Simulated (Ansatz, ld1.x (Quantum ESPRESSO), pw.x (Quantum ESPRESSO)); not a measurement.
What a changed setting does to a pw.x run (sc Al)

Potential: norm-conserving Troullier–Martins (Kleinman–Bylander form), ld1.x (Quantum ESPRESSO) 7.5, PBEsol; core [Ne], reference 3s2 3p1; waves: 3p (bound): rc 2.75 bohr; 3d channel at 0.15 Ry: rc 2.45 bohr; 3s (bound): rc 1.90 bohr; local part: the s channel; core correction: a·sin(br)/r model core inside 1.25 bohr.

The reference run (k-mesh 12³, cutoffs 50/200 Ry, Fermi–Dirac 0.01 Ry, mixing_beta 0.4, conv_thr 1e-9, no spin) gives -0.25 GPa at 19.657 Å³/atom, where all-electron LAPW gives 0.19 GPa. This run, with its own iteration cap, changes smearing to mv.

```
&control
  calculation='scf', prefix='x', pseudo_dir='./', outdir='./tmp', tstress=.true., disk_io='none'
/
&system
  ibrav=0, nat=1, ntyp=1, ecutwfc=50, ecutrho=200, nbnd=8,
  occupations='smearing', smearing='mv', degauss=0.01
/
&electrons
  conv_thr=1e-09, mixing_beta=0.4, electron_maxstep=60
/
ATOMIC_SPECIES
Al 1.0 Al.UPF
CELL_PARAMETERS angstrom
  2.69881063 0.00000000 0.00000000
  0.00000000 2.69881063 0.00000000
  0.00000000 0.00000000 2.69881063
ATOMIC_POSITIONS crystal
Al 0.0000 0.0000 0.0000
K_POINTS automatic
12 12 12 0 0 0
```

```bash
pw.x < Al.scf.in > Al.scf.out
```

How does the run end?

It converges in 6 iterations; the free energy moves by +14.4 meV/atom and the pressure by -0.13 GPa. This scheme is built to cancel the term in the square of the width that Fermi–Dirac smearing leaves in the F of a metal.

```
Message from routine setup:
     using ibrav=0 with symmetry is DISCOURAGED, use correct ibrav instead
     lattice parameter (alat)  =       5.1000  a.u.
     unit-cell volume          =     132.6520 (a.u.)^3
     number of electrons       =         3.00
     number of Kohn-Sham states=            8
     kinetic-energy cutoff     =      50.0000  Ry
     charge density cutoff     =     200.0000  Ry
     scf convergence threshold =      1.0E-09
     Exchange-correlation= PBESOL
     number of k points=    84  Marzari-Vanderbilt smearing, width (Ry)=  0.0100
     iteration #  1     ecut=    50.00 Ry     beta= 0.40
     total energy              =      -5.72032750 Ry
     estimated scf accuracy    <       0.00317520 Ry
     iteration #  2     ecut=    50.00 Ry     beta= 0.40
     total energy              =      -5.71998479 Ry
     estimated scf accuracy    <       0.00098590 Ry
     iteration #  3     ecut=    50.00 Ry     beta= 0.40
     total energy              =      -5.72003924 Ry
     estimated scf accuracy    <       0.00001063 Ry
     iteration #  4     ecut=    50.00 Ry     beta= 0.40
     total energy              =      -5.72004014 Ry
     estimated scf accuracy    <       0.00000001 Ry
     iteration #  5     ecut=    50.00 Ry     beta= 0.40
     total energy              =      -5.72004017 Ry
     estimated scf accuracy    <          2.9E-09 Ry
     iteration #  6     ecut=    50.00 Ry     beta= 0.40
     the Fermi energy is     5.7488 ev
!    total energy              =      -5.72004017 Ry
     estimated scf accuracy    <          1.2E-10 Ry
     smearing contrib. (-TS)   =      -0.00000145 Ry
     The total energy is F=E-TS. E is the sum of the following terms:
     one-electron contribution =       2.48500349 Ry
     hartree contribution      =       0.03002901 Ry
     xc contribution           =      -3.22808834 Ry
     ewald contribution        =      -5.00698287 Ry
     convergence has been achieved in   6 iterations
          total   stress  (Ry/bohr**3)                   (kbar)     P=       -3.85
     Message from routine punch:
     Nothing written, as per user request (disk_io='none')
```

The run took about 5.4 s on one core of a shared server CPU.
